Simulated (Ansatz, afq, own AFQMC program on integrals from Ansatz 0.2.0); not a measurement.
# B2H+ (triplet): quantum Monte Carlo beside coupled cluster, cc-pVDZ, part 2 of 2

Ansatz 0.2.0, Gaussian basis, and an in-house AFQMC program (afq) on its integrals; all values are calculated; cc-pVDZ, frozen cores. Earlier steps stand in the parts before.

### Step 10. CCSDT(Q) on UHF

in.yaml

```yaml
crystal:
  periodic: [false, false, false]
  atoms:
    - {symbol: B, position_ang: [0.000000, 0.000000, 0.114060]}
    - {symbol: B, position_ang: [0.000000, 0.000000, -1.406367]}
    - {symbol: H, position_ang: [0.000000, 0.000000, 1.292307]}
basis:
  gaussian: {orbitals: cc-pVDZ}
total_charge: 1
magnetization: {spin_polarized: true, initial_magnetization: 2}
correlation: {method: ccsdt_q, electrons: outside_noble_gas}
```

Launch:

```sh
> ansatz run in.yaml --threads 1 --pin off --events-out ev --progress --plain --max-ram 1843MiB
```

The program printed, shortened:

```text
Functional definition: HF
  name "HF"
  cite "Fock, Z. Phys. 61, 126 (1930) doi:10.1007/BF01340294"
  parent pbe
[...]
564 factors; integrals over basis functions are off by at most 1.5e-7 eV
[...]
mean field -1346.34893555 eV, -49.4774107934 hartree, gradient 2.5e-6 eV, S^2 2.003377; 3 other end points of the search recorded, 0 dependent functions left out
determinant -1346.34893555 eV, -49.4774107934 hartree, with singles and doubles -1349.08770990 eV, -49.5780588944 hartree
determinant -1344.49837515 eV, -49.4094039529 hartree, with singles and doubles -1347.59595788 eV, -49.5232380189 hartree
2 core orbitals not correlated: weight in the atoms' cores, before any rotation towards them, 1.000 or more for the frozen orbitals, at most 0.000 for the correlated occupied ones
reference -1346.34893555 eV, -49.4774107934 hartree; 4, 2 occupied and 27, 29 virtual orbitals, 564 factors
second order -2.05765932 eV of doubles, -0.00000000 eV of singles
cycle   1  -2.52273719 eV  change   -4.7e-1 eV  update   5.6e-2
[...]
cycle  15  -2.82381261 eV  change    4.6e-7 eV  update   6.7e-7
perturbative correction -0.00197712 eV, -0.0000726579 hartree
Total energy: -1349.17472528 eV, -49.5812566505 hartree
```

It took 3.3 s on 1 thread of Arm Neoverse V1, shared host.

From the report: ⟨S²⟩ of the determinant 2.003 (pure triplet: 2.00); correlation -2.8258 eV; T1 0.018; largest double amplitude 0.07.

### Step 11. Phaseless AFQMC, CISD trial on UHF

It reads the integrals that the CCSD(T) run on this determinant wrote.

Launch:

```sh
> afq ham --method phaseless --trial cisd --walkers 60 --populations 1 --least-time 40 --time-step 0.005 --steps-per-block 50 --equilibration-blocks 28 --max-blocks 300 --target-error 0.00029 --factor-cut 1e-05 --start spin_pure --seed 3863 --release-times 0.24,0.5,1,1.5 --release-step 0.02 --release-every 4 --taylor-order 6
```

The program printed:

```text
orbitals 31  electrons 4 2  factors 232 of 308
reference energy -49.47741065 Eh
CCSD correlation -0.10079915 Eh in 12 cycles, weight of the determinant in the CISD state 0.9334
energy of the start -49.578189 Eh
 block  time / (1/Eh)  mean weight  energy / Eh
     1     0.250  1.0009  -49.577777
     2     0.500  1.0013  -49.578538
     3     0.750  1.0007  -49.578764
     4     1.000  0.9996  -49.579550
     5     1.250  1.0006  -49.579631
     6     1.500  1.0013  -49.581157
     7     1.750  0.9988  -49.582015
     8     2.000  1.0002  -49.581788
     9     2.250  0.9995  -49.580310
    10     2.500  0.9995  -49.580537
    13     3.250  0.9997  -49.579992
    17     4.250  0.9995  -49.581225
    21     5.250  0.9998  -49.581066
    25     6.250  0.9992  -49.581625
    29     7.250  0.9994  -49.579949
    33     8.250  1.0007  -49.580305
    37     9.250  1.0000  -49.580613
    41    10.250  0.9996  -49.579964
    45    11.250  0.9995  -49.579005
    49    12.250  1.0021  -49.580525
    53    13.250  0.9981  -49.582586
    57    14.250  1.0006  -49.580314
    61    15.250  0.9993  -49.580358
    65    16.250  0.9944  -49.581321
    69    17.250  1.0017  -49.583316
    73    18.250  0.9996  -49.583467
    77    19.250  0.9995  -49.581121
    81    20.250  0.9993  -49.581929
    85    21.250  0.9994  -49.582926
    89    22.250  1.0000  -49.580955
    93    23.250  0.9995  -49.579449
    97    24.250  0.9990  -49.581576
   101    25.250  1.0014  -49.582430
   105    26.250  1.0006  -49.578733
   109    27.250  1.0000  -49.582148
   113    28.250  1.0005  -49.581971
   117    29.250  1.0004  -49.581479
   121    30.250  0.9999  -49.580937
   125    31.250  1.0004  -49.580069
   129    32.250  0.9978  -49.581222
   133    33.250  0.9998  -49.580137
   137    34.250  1.0009  -49.580710
   141    35.250  1.0003  -49.581857
   145    36.250  0.9997  -49.579781
   149    37.250  1.0018  -49.580701
   153    38.250  0.9998  -49.580092
   157    39.250  1.0006  -49.583649
   161    40.250  0.9994  -49.581844
   165    41.250  1.0002  -49.579265
   169    42.250  1.0007  -49.580127
   173    43.250  1.0016  -49.579269
   177    44.250  1.0005  -49.579640
   181    45.250  0.9988  -49.578290
   185    46.250  1.0004  -49.579578
blocks merged  error / Eh  count
     1  0.000105  160
     2  0.000133  80
     4  0.000155  40
     8  0.000191  20
    16  0.000232  10
released: time / (1/Eh)  energy / Eh  error  mean overlap
  0.24  -49.581097  0.000187  0.9899
  0.50  -49.581181  0.000169  0.9908
  1.00  -49.581322  0.000143  0.9935
  1.50  -49.581491  0.000170  0.9823
energy -49.580885 +/- 0.000191 Eh
```

It took 1.9 min on 1 thread of Arm Neoverse V1, shared host.

Energy -1349.1646 ± 0.0052 eV. Caveats: constraint bias not in the error. The error still grows with block length (0.0042 to 0.0063 eV), so the bar may be too small.

### Step 12. Phaseless AFQMC, single-determinant trial on UHF

It reads the integrals that the CCSD(T) run on this determinant wrote.

Launch:

```sh
> afq ham --method phaseless --trial hf --walkers 120 --populations 1 --least-time 40 --time-step 0.005 --steps-per-block 20 --equilibration-blocks 112 --max-blocks 600 --target-error 0.00087 --factor-cut 1e-05 --start spin_pure --seed 6190 --taylor-order 6
```

The program printed:

```text
orbitals 31  electrons 4 2  factors 232 of 308
reference energy -49.47741065 Eh
CCSD correlation -0.10079915 Eh in 12 cycles, weight of the determinant in the CISD state 0.9334
energy of the start -49.477446 Eh
 block  time / (1/Eh)  mean weight  energy / Eh
     1     0.100  1.0010  -49.494513
     2     0.200  1.0000  -49.507107
     3     0.300  0.9998  -49.516531
     4     0.400  1.0007  -49.528380
     5     0.500  1.0003  -49.531425
     6     0.600  0.9990  -49.538568
     7     0.700  1.0013  -49.544691
     8     0.800  1.0008  -49.554625
     9     0.900  1.0009  -49.561267
    10     1.000  1.0015  -49.563430
    13     1.300  0.9997  -49.569048
    25     2.500  1.0005  -49.588531
    37     3.700  0.9996  -49.575273
    49     4.900  0.9997  -49.580828
    61     6.100  1.0004  -49.582787
    73     7.300  0.9991  -49.564984
    85     8.500  0.9992  -49.573480
    97     9.700  1.0006  -49.569414
   109    10.900  0.9998  -49.579358
   121    12.100  1.0003  -49.576880
   133    13.300  1.0002  -49.585139
   145    14.500  0.9991  -49.580637
   157    15.700  0.9989  -49.580908
   169    16.900  0.9997  -49.571136
   181    18.100  0.9994  -49.577582
   193    19.300  1.0003  -49.586102
   205    20.500  0.9997  -49.572273
   217    21.700  1.0001  -49.578053
   229    22.900  0.9985  -49.593501
   241    24.100  1.0005  -49.568669
   253    25.300  1.0010  -49.565980
   265    26.500  1.0010  -49.588643
   277    27.700  0.9996  -49.579105
   289    28.900  1.0000  -49.572322
   301    30.100  0.9997  -49.571687
   313    31.300  1.0000  -49.586253
   325    32.500  0.9995  -49.579980
   337    33.700  1.0006  -49.560542
   349    34.900  1.0003  -49.579958
   361    36.100  1.0020  -49.588985
   373    37.300  1.0005  -49.575585
   385    38.500  0.9991  -49.581816
   397    39.700  0.9998  -49.583462
   409    40.900  0.9998  -49.578739
   421    42.100  0.9991  -49.575386
   433    43.300  1.0010  -49.582835
   445    44.500  0.9990  -49.585074
   457    45.700  0.9999  -49.579038
   469    46.900  0.9998  -49.570538
   481    48.100  0.9997  -49.575512
   493    49.300  0.9981  -49.574608
   505    50.500  1.0004  -49.585764
blocks merged  error / Eh  count
     1  0.000373  400
     2  0.000499  200
     4  0.000624  100
     8  0.000719  50
    16  0.000826  25
    32  0.000711  12
energy -49.579732 +/- 0.000826 Eh
```

Run time: 1.8 min. Hardware: 1 thread of Arm Neoverse V1, shared host.

Energy -1349.1332 ± 0.0225 eV. Caveats: constraint bias not in the error.

### Step 13. Free-projection AFQMC, CISD trial on UHF

It reads the integrals that the CCSD(T) run on this determinant wrote.

Launch:

```sh
> afq ham --method free --trial cisd --walkers 60 --time-step 0.03 --max-blocks 80 --target-error 0.00029 --factor-cut 1e-05 --seed 1162 --times 0,0.3,0.6,1.2,1.8,2.4,3.6,4.8,6 --taylor-order 8
```

The program printed:

```text
orbitals 31  electrons 4 2  factors 232 of 308
reference energy -49.47741065 Eh
CCSD correlation -0.10079915 Eh in 12 cycles, weight of the determinant in the CISD state 0.9334
repeat  energy at the last time / Eh  error
    10  -49.581861  0.000568
    20  -49.581493  0.000394
    30  -49.581331  0.000311
    40  -49.581521  0.000254
time / (1/Eh)  energy / Eh  error  mean overlap
  0.00  -49.578127  0.000033  1.0693
  0.30  -49.579594  0.000057  1.0711
  0.60  -49.580389  0.000066  1.0650
  1.20  -49.580895  0.000090  1.0593
  1.80  -49.581215  0.000103  1.0468
  2.40  -49.581081  0.000122  1.0598
  3.60  -49.581394  0.000159  1.0176
  4.80  -49.581219  0.000192  1.0154
  6.00  -49.581530  0.000250  0.9900
energy -49.581530 +/- 0.000250 Eh
```

It took 72 s on 1 thread of Arm Neoverse V1, shared host.

Energy -1349.1822 ± 0.0068 eV. Caveats: remainder of the start not in the error.

### Step 14. Phaseless AFQMC, CISD trial on UHF (settings varied)

It reads the integrals that the CCSD(T) run on this determinant wrote.

Launch:

```sh
> afq ham --method phaseless --trial cisd --walkers 20 --populations 1 --least-time 40 --time-step 0.01 --steps-per-block 50 --equilibration-blocks 6 --max-blocks 120 --target-error 0.00058 --factor-cut 0.0001 --start spin_pure --seed 3070 --taylor-order 8
```

The program printed:

```text
orbitals 31  electrons 4 2  factors 194 of 308
reference energy -49.47741065 Eh
CCSD correlation -0.10079829 Eh in 12 cycles, weight of the determinant in the CISD state 0.9334
energy of the start -49.578188 Eh
 block  time / (1/Eh)  mean weight  energy / Eh
     1     0.500  0.9991  -49.577913
     2     1.000  1.0012  -49.579038
     3     1.500  1.0013  -49.579125
     4     2.000  1.0023  -49.584958
     5     2.500  1.0037  -49.584913
     6     3.000  1.0040  -49.596790
     7     3.500  1.0004  -49.583692
     8     4.000  1.0009  -49.581017
     9     4.500  0.9993  -49.579350
    10     5.000  0.9960  -49.579565
    11     5.500  1.0004  -49.583975
    13     6.500  1.0047  -49.580266
    15     7.500  1.0056  -49.579551
    17     8.500  1.0035  -49.582243
    19     9.500  1.0042  -49.582313
    21    10.500  0.9995  -49.583384
    23    11.500  1.0006  -49.580169
    25    12.500  1.0048  -49.577947
    27    13.500  1.0049  -49.580982
    29    14.500  0.9984  -49.580441
    31    15.500  1.0008  -49.584139
    33    16.500  0.9975  -49.579552
    35    17.500  1.0016  -49.580357
    37    18.500  1.0016  -49.580159
    39    19.500  0.9984  -49.581994
    41    20.500  0.9947  -49.583715
    43    21.500  1.0024  -49.581435
    45    22.500  1.0009  -49.580789
    47    23.500  1.0001  -49.580159
    49    24.500  0.9976  -49.578561
    51    25.500  0.9989  -49.580700
    53    26.500  0.9986  -49.579128
    55    27.500  0.9998  -49.579910
    57    28.500  0.9966  -49.583690
    59    29.500  1.0013  -49.581079
    61    30.500  0.9972  -49.581561
    63    31.500  1.0028  -49.581206
    65    32.500  1.0060  -49.582362
    67    33.500  0.9946  -49.580407
    69    34.500  1.0025  -49.580488
    71    35.500  0.9987  -49.582937
    73    36.500  1.0027  -49.580834
    75    37.500  1.0018  -49.581323
    77    38.500  1.0024  -49.582914
    79    39.500  1.0004  -49.579285
    81    40.500  1.0110  -49.579171
    83    41.500  1.0013  -49.576887
    85    42.500  0.9992  -49.578526
blocks merged  error / Eh  count
     1  0.000218  80
     2  0.000256  40
     4  0.000281  20
     8  0.000331  10
energy -49.581023 +/- 0.000281 Eh
```

Run time: 15 s. Hardware: 1 thread of Arm Neoverse V1, shared host.

Energy -1349.1684 ± 0.0077 eV. Caveats: constraint bias not in the error.

### Step 15. All levels side by side

The full CI on restricted orbitals is not used as the yardstick for these unrestricted rows.

On the UHF determinant, counted from CCSDT(Q) (a yardstick, not exact):

```
                                                             level  energy (eV)  from CCSDT(Q) (meV)  statistical error (meV)     time
                                                                HF   -1346.3489              +2825.8                                  
                                                               MP2   -1348.4066               +768.1                                  
                                                              CCSD   -1349.0918                +82.9                                  
                                                           CCSD(T)   -1349.1518                +22.9                                  
                                                          CCSDT(Q)   -1349.1747                  0.0                                  
               Phaseless AFQMC, CISD trial, step 0.005, 60 walkers   -1349.1646                +10.1                      5.2  1.9 min
Phaseless AFQMC, single-determinant trial, step 0.005, 120 walkers   -1349.1332                +41.5                     22.5  1.8 min
          Free-projection AFQMC, CISD trial, step 0.03, 60 walkers   -1349.1822                 -7.4                      6.8     72 s
                Phaseless AFQMC, CISD trial, step 0.01, 20 walkers   -1349.1684                 +6.4                      7.7     15 s
```

The functionals' totals stand on their own zeros and serve differences with other points: PBE -1350.979 eV; r2SCAN -1352.597 eV; PBE0 -1351.482 eV; B3LYP -1353.708 eV; wB97M-V -1352.758 eV; B2PLYP -1351.948 eV.

### Step 16. What came out

What follows sums up all 2 parts.

```
                                                      quantity             value
                                  CCSD(T) on UHF from CCSDT(Q)         +22.9 meV
              Phaseless AFQMC, CISD trial on UHF from CCSDT(Q)   +10.1 ± 5.2 meV
Phaseless AFQMC, single-determinant trial on UHF from CCSDT(Q)  +41.5 ± 22.5 meV
        Free-projection AFQMC, CISD trial on UHF from CCSDT(Q)    -7.4 ± 6.8 meV
```

What this shows: On UHF the phaseless walk with the CISD trial lies +10.1 meV from CCSDT(Q), within three error bars. Free projection has no constraint; at the last time it gives -7.4 ± 6.8 meV, and from a start that isn't spin pure other spins can mix in. Error bars are statistical and leave out the constraint, the time step and what remains of the start.
